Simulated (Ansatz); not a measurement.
## ClH: the interaction energy of a dimer with the counterpoise correction, step by step

Program: Ansatz 0.2.0 through its Python package.

At the Python prompt:
```pycon
>>> import ansatz as az
>>> import numpy as np
>>> FIRST = [
...     ("H", (0.0, 0.0, -0.645)),
...     ("Cl", (0.0, 0.0, 0.645)),
... ]
>>> SECOND = [
...     ("H", (1.6045, -0.5061, 2.5956)),
...     ("Cl", (2.5898, -1.269, 2.9292)),
... ]
>>> def energy(atoms, ghosts=()):
...     molecule = az.Crystal.molecule()
...     for symbol, xyz in atoms:
...         molecule = molecule.atom(symbol, xyz)
...     calc = (
...         molecule.calculation()
...         .basis(gaussian="def2-SVP")
...         .functional("r2SCAN")
...     )
...     deck = calc.input()
...     if ghosts:
...         deck = deck.set(az.key.basis.gaussian.ghost_atoms, [{"symbol": s, "position_ang": list(xyz)} for s, xyz in ghosts])
...     return az.Session.from_dict(deck).plan().execute().report["free_energy_ev"]
...
>>> # monomers in their own basis and in the basis of the dimer
>>> direction = np.array([0.5858, -0.2479, 0.7716])
>>> print("shift (A)   counterpoise-corrected interaction (eV)")
shift (A)   counterpoise-corrected interaction (eV)
>>> for shift in (-0.3, 0.0, 0.4, 1.0, 2.0):
...     moved = [(s, tuple(np.round(np.array(xyz) + shift * direction, 4))) for s, xyz in SECOND]
...     gain = energy(FIRST + moved) - energy(FIRST, moved) - energy(moved, FIRST)
...     print(f"{shift:8.2f} {gain:14.3f}")
...
   -0.30          0.057
    0.00         -0.016
    0.40         -0.030
    1.00         -0.020
    2.00         -0.010
```

Caveats:
- The dimer is a generated trial pose of unrelaxed monomers, not a minimum, so the figure is no binding energy, and the basis set is small.
- This level lacks the dispersion part of the attraction (electrostatics and induction are there), which can decide the sign where the interaction is weak.
- Timing: 15 s on 1 thread of Arm Neoverse V2 (shared host), peak memory 0.16 GiB.

(Lines on the test bed's own set-up are left out of the output.)
